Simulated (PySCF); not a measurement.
Level of theory: PBE0 in PySCF with C def2-TZVP, H def2-TZVP; no relativity; density-fitted integrals.

```xyz
5
charge 0 multiplicity 1, angstrom
C     0.0000    0.0000    0.0000
H     0.8896    0.0000    0.6290
H    -0.8896    0.0000    0.6290
H     0.0000    0.8896   -0.6290
H     0.0000   -0.8896   -0.6291
```

CH₄ (singlet), along the line from C1 (at 0) through H2 (at 1.090 Å).

Tabulate the fields along this line at -0.38, -0.27, -0.16, -0.05, 0.11, 0.22, 0.33, 0.44, 0.54, 0.65, 0.76, 0.87, 0.98, 1.14, 1.25, 1.36, 1.47, 1.58, 1.69 Å.


| distance (Å) | electron density (e/Å³) | electron localisation function | electrostatic potential (V) |
| --- | --- | --- | --- |
| -0.38 | 1.8 | 0.116 | 67.6 |
| -0.27 | 3.84 | 0.0932 | 126 |
| -0.16 | 24.4 | 0.933 | 278 |
| -0.05 | 250 | 1 | 1230 |
| 0.11 | 76.5 | 0.998 | 494 |
| 0.22 | 8.81 | 0.375 | 180 |
| 0.33 | 2.7 | 0.0966 | 90.9 |
| 0.44 | 2.13 | 0.544 | 51 |
| 0.54 | 1.97 | 0.905 | 31.2 |
| 0.65 | 1.87 | 0.975 | 23 |
| 0.76 | 1.89 | 0.992 | 24.5 |
| 0.87 | 2.08 | 0.998 | 40.4 |
| 0.98 | 2.46 | 0.999 | 103 |
| 1.14 | 2.48 | 1 | 234 |
| 1.25 | 1.47 | 1 | 59.6 |
| 1.36 | 0.867 | 0.999 | 26.7 |
| 1.47 | 0.504 | 0.999 | 14.2 |
| 1.58 | 0.297 | 0.997 | 8.15 |
| 1.69 | 0.176 | 0.995 | 4.94 |

On a grid of 0.05 Å the density has a local minimum along the bond near 0.71 Å from C, at 1.86 e/Å³, where the ELF is 0.99.
